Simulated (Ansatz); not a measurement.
Species: CH₅Si, charge 0, doublet. CH5Si (SMILES [SiH3][CH2], doublet).
B3LYP-D3(BJ)/def2-TZVP minimum from Ansatz (an electronic-structure program):
```xyz
7

C     -0.0097     0.1411    -1.2607
Si     0.0046    -0.0671     0.5695
H     -0.9250     0.2758    -1.8259
H      0.8972     0.1766    -1.8533
H     -0.0125     1.2498     1.2616
H     -1.1932    -0.8210     1.0128
H      1.2278    -0.7881     0.9952
```
Charge 0, spin multiplicity 2.

Quantity: atomisation energy (electronic, to ground-state atoms), in kcal/mol. UHF or UKS for unpaired electrons; spin-orbit terms are left out. CBS(X,Y): correlation extrapolated as X^-3, Hartree-Fock from the larger set. A bracket is a step between two methods taken in the basis named. Functionals run without relativity, which enters their misses. '+ core + X2C': CCSD(T) terms for core correlation (cc-pwCVTZ, 1s frozen past Ne) and scalar relativity (cc-pVTZ-DK). For partners of very few electrons the exact lower level stands in for a higher one.

CCSD(T)/CBS(aug-cc-pV(T+d)Z,aug-cc-pV(Q+d)Z) + [CCSDT(Q) - CCSD(T)]/aug-cc-pV(D+d)Z + core + X2C (Ansatz) gives 520.5 kcal/mol.

Question: What does PBE/def2-TZVPD (Ansatz) give here, and how do the other levels compare?

Answer: PBE gives 516.3 kcal/mol, 4.2 kcal/mol below it. Differences of the others: r2SCAN/def2-TZVPD (Ansatz) 2.1; B3LYP/def2-TZVPD (Ansatz) -1.7; PBE0/def2-TZVPD (Ansatz) -4.8; wB97M-V/def2-TZVPD (Ansatz) -0.5; CCSD(T)/CBS(cc-pV(T+d)Z,cc-pV(Q+d)Z) + core + X2C (Ansatz) -0.1 kcal/mol. Nearer than PBE: r2SCAN/def2-TZVPD, B3LYP/def2-TZVPD, wB97M-V/def2-TZVPD, CCSD(T)/CBS(cc-pV(T+d)Z,cc-pV(Q+d)Z) + core + X2C.
